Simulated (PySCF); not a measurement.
Metal–ligand bonds in Zn(NH2)1–Y. Gas-phase values, no solvent. One relaxed conformer stands for each flexible species; it need not be the lowest. Multiplicities are imposed; where one is given, others were not computed. Strings in code marks are SMILES.

Level of theory: TPSS-D3(BJ)/def2-TZVP // TPSS-D3(BJ)/def2-SVP (PySCF). All candidates: neutral, multiplicity 2. 

The highest occupied spin orbital is -5.50 eV. The dipole moment is 0.00 D.

**Question.** Identify which member has these values.
A) `C[O]`
B) `[CH3]`
C) `[OH]`
D) `[NH2]`

**Answer.** B, `[CH3]`. The others give `[OH]`: -7.32 eV, 1.73 D; `C[O]`: -6.16 eV, 2.05 D; `[NH2]`: -7.32 eV, 1.91 D
